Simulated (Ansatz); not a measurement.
in.yaml

```yaml
crystal:
  periodic: [false, false, false]
  atoms:
    - {symbol: Ru, position_ang: [0.000000, 0.000000, 0.000000]}
    - {symbol: C, position_ang: [0.000000, 0.000000, 1.605400]}
basis:
  gaussian: {orbitals: def2-TZVPP}
total_charge: 1
magnetization: {spin_polarized: true, initial_magnetization: 3}
hamiltonian: {xc: {name: wB97M-V}}
output: {forces: true, orbitals: {seedname: orbitals}}
```

```sh
$ ansatz run in.yaml --threads 1 --pin off --events-out ev --progress --plain --max-ram 2816MiB --backend cpu
```

Log:

```
  # Of w^i u^j: cxij and so on, Table III.
  gx(w, u) = 1 - cx + cx01*u + cx10*w
  gss(w, u) = css00 + css04*u^4 + css10*w + css20*w^2 + css43*w^4*u^3
  gos(w, u) = cos00 + cos10*w + (cos20 + cos21*u)*w^2 + (cos60 + cos61*u)*w^6
      + integral(e_c_pw_mod_opposite_spin*gos(b97_w_opposite, b97_u_opposite)) + vv10(b, c)
537 factors; their error is unknown
99 factors; integrals over basis functions are off by at most 1.3e-4 eV
mean field evaluation 1: about -3600.2035 eV, gradient 3.4e1 eV
mean field evaluation 2: about -3601.1670 eV, gradient 3.1e1 eV
mean field evaluation 4: about -3603.9121 eV, gradient 2.3e0 eV
mean field evaluation 8: about -3603.9525 eV, gradient 6.0e-2 eV
mean field evaluation 16: about -3603.9635 eV, gradient 3.3e-4 eV
mean field -3603.96347635 eV, -132.4432149017 hartree, gradient 4.0e-5 eV, S^2 3.781008; 1 other end points of the search recorded, 0 dependent functions left out
the calculation of the forces begins
reference -3603.96352022 eV, -132.4432165140 hartree; 12, 9 occupied and 75, 78 virtual orbitals, 537 factors
Total energy: -3603.96352022 eV, -132.4432165140 hartree
Atom 0 at     0.000000     0.000000     0.000000 Å, force    -0.000000     0.000000    -2.198316 eV/Å
Atom 1 at     0.000000     0.000000     1.605400 Å, force     0.000000     0.000000     2.198316 eV/Å
Dipole moment:    -0.000000    -0.000000    -0.338881 e Å
```

Forces (eV/Å):
```
Ru   0.000  0.000 -2.198
C    0.000  0.000  2.198
```

Ran on 1 thread of AMD EPYC 7R13, shared host: 7.5 s wall, 0.3 GiB peak host memory.
